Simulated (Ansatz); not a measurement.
**ZrV$_{2}$ (Fd-3m)**

Method: DFT PBEsol, scalar-relativistic, plane waves, PAW in Ansatz 0.2.0.

Plane waves to 420 eV, a k mesh through Γ of 8×8×8 on the computed 6-atom cell and Gaussian smearing (0.10 eV); no spin polarisation.

The structure is relaxed at this level of theory with its symmetry kept. Whether it is the stable form of this composition wasn't checked.

```
Zr V
1.0
     0.00000    3.62801    3.62801
     3.62801    0.00000    3.62801
     3.62801    3.62801    0.00000
Zr V
2 4
Direct
  0.00000 0.00000 0.00000
  0.25000 0.25000 0.25000
  0.62500 0.62500 0.62500
  0.12500 0.62500 0.62500
  0.62500 0.62500 0.12500
  0.62500 0.12500 0.62500
```

* Space group: Fd-3m (No. 227)
* Volume per atom: 107.4 bohr³
* Formation energy from the elements' standard states (uncorrected): +0.047 eV/atom
* Kohn–Sham band gap: none (metal)
* Density of states at the Fermi level: 10.76 states/eV per cell
* Löwdin character within 0.5 eV of the Fermi level: V 3d 61 %, Zr 4d 23 %, unprojected 6 %
* Bulk modulus: 151 GPa
* Its pressure derivative: 3.6
* Bader charges (e): Zr (2 in the cell) 0.73, V (4 in the cell) -0.37

A ferromagnetic start lost its moments in a first run, so spin was left out; other magnetic orders weren't tried.

Cost: 9 runs of about 2.8 core-minutes in all, on Arm Neoverse V1 (shared hosts).